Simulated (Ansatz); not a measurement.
Geometry optimisation, RKS BLYP-D4/6-31G* (Ansatz).

Input file:

```yaml
crystal:
  periodic: [false, false, false]
  atoms:
    - { symbol: B, position_ang: [0.0, 0.0, 0.0] }
    - { symbol: H, position_ang: [0.0, 0.0, 1.54] }
    - { symbol: H, position_ang: [1.0305, 0.0, -0.595] }
    - { symbol: H, position_ang: [-1.0305, 0.0, -0.595] }
    - { symbol: "N", position_ang: [0.0773, -1.7539, 0.5833] }
    - { symbol: H, position_ang: [-0.441, -2.5119, 0.0539] }
    - { symbol: Si, position_ang: [1.0434, -2.1779, 2.0663] }
    - { symbol: H, position_ang: [1.2276, -3.6248, 2.1308] }
    - { symbol: H, position_ang: [2.3474, -1.5244, 2.0018] }
    - { symbol: H, position_ang: [0.3313, -1.7252, 3.2578] }
    - { symbol: H, position_ang: [0.0395, -0.8969, 1.5631] }
basis:
  gaussian: { orbitals: "6-31G*" }
hamiltonian:
  xc: blyp
  dispersion: d4
relax:
  f_tol: 0.15
  max_steps: 25
  restrain:
    - { distance: [0, 4], at: 1.55, k: 30.0 }
    - { distance: [10, 1], at: 0.66, k: 30.0 }
    - { distance: [0, 1], at: 2.39, k: 30.0 }
    - { distance: [10, 4], at: 2.26, k: 30.0 }
```

Command:

```bash
$ ansatz run input.yaml --threads 1 --pin off --max-ram 2048MiB --backend cpu --events-out ev --progress --plain --runs-dir out
```

Q: Where does it end, and by what steps?

A: The forces met the threshold. The restraints hold the end off the free minimum. After 13 steps the energy has fallen by 4.515 eV (the restraints' own energy left out); H11 moved furthest, 1.28 Å.

```tsv
step	energy less start (eV)	largest force component (eV/Å)	accepted
0	0.0000	3.721	yes
1	-0.7126	5.510	yes
2	-1.9620	5.255	yes
3	-3.0625	3.241	yes
4	-3.7902	3.123	yes
5	-4.2005	1.891	yes
6	-4.3419	1.802	yes
7	-4.4424	1.890	yes
8	-4.4840	1.947	yes
9	-4.5252	1.880	no
10	-4.4945	1.913	yes
11	-4.5053	1.823	yes
12	-4.5243	1.899	yes
13	-4.5148	1.828	yes
```

```xyz
11
Properties=species:S:1:pos:R:3
B 0.237 -0.562 -0.105
H -0.756 0.854 1.560
H 1.263 0.050 -0.011
H -0.640 -0.256 -0.864
N 0.075 -1.785 0.719
H -0.806 -2.290 0.596
Si 1.235 -2.450 1.870
H 1.384 -3.926 1.664
H 2.538 -1.760 1.656
H 0.791 -2.239 3.288
H -0.696 0.149 1.635
```

The run took 37 s on 1 thread of Intel(R) Xeon(R) Platinum 8259CL CPU @ 2.50GHz (Skylake/Cascade Lake) (shared host), peak memory 0.15 GiB.
